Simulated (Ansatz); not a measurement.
# ClFHSi−: one structure at several levels

The task here is to estimate one member of a computed series from the others.

Program: Ansatz 0.2.0, Gaussian basis. Level of theory: single points in def2-TZVPPD. These are calculated values, not measurements.

Cores are frozen in the correlated methods.

## Starting geometry

SMILES `F[SiH-]Cl`, 4 atoms, charge -1, spin multiplicity 1.

Atoms are counted from 1 here; the program's logs count them from 0.

Bond lengths: F1–Si2 1.700 Å, Si2–Cl3 2.265 Å, Si2–H4 1.594 Å. Angles: F1–Si2–Cl3 102.5°, F1–Si2–H4 98.9°, Cl3–Si2–H4 89.7°.

As a file:

| atom | x (Å) | y (Å) | z (Å) |
| --- | --- | --- | --- |
| F1 | -1.1763 | -0.3031 | 1.1166 |
| Si2 | -0.4636 | -0.3642 | -0.4254 |
| Cl3 | 1.7498 | -0.3390 | 0.0566 |
| H4 | -0.4062 | 1.1988 | -0.7315 |

The first run:

The input, run/in.yaml:

```yaml
crystal:
  periodic: [false, false, false]
  atoms:
    - {symbol: F, position_ang: [-1.176300, -0.303100, 1.116600]}
    - {symbol: Si, position_ang: [-0.463600, -0.364200, -0.425400]}
    - {symbol: Cl, position_ang: [1.749800, -0.339000, 0.056600]}
    - {symbol: H, position_ang: [-0.406200, 1.198800, -0.731500]}
basis:
  gaussian: {orbitals: "def2-TZVPPD.json"}
total_charge: -1
correlation: {method: ccsd_t}
output: {forces: true}
```

The basis file named in the input lies beside it (Basis Set Exchange, JSON).

No record of the launch command was kept for these runs.

Among the steps run: CCSD(T)/def2-TZVPPD; PBE0-D4/def2-TZVPPD; wB97M-V/def2-TZVPPD; r2SCAN-D4/def2-TZVPPD; PBE-D4/def2-TZVPPD; SPW92/def2-TZVPPD; BHLYP-D4/def2-TZVPPD.

One of the session's tables, all rows but one given; the rest of the session is left out.

```
   method  RMS force component (eV/Å)  angle to CCSD(T) forces (°)
  CCSD(T)                       0.315                    reference
  PBE0-D4                       0.284                         10.9
  wB97M-V                       0.288                          6.4
r2SCAN-D4                       0.275                          9.1
   PBE-D4                           ?                            ?
    SPW92                       0.255                         29.3
 BHLYP-D4                       0.436                         14.9
```

**Question.** Estimate the row for PBE-D4.

**Answer.** RMS force component (eV/Å): 0.168; angle to CCSD(T) forces (°): 47.2. In the column «RMS force component (eV/Å)» it is the lowest.
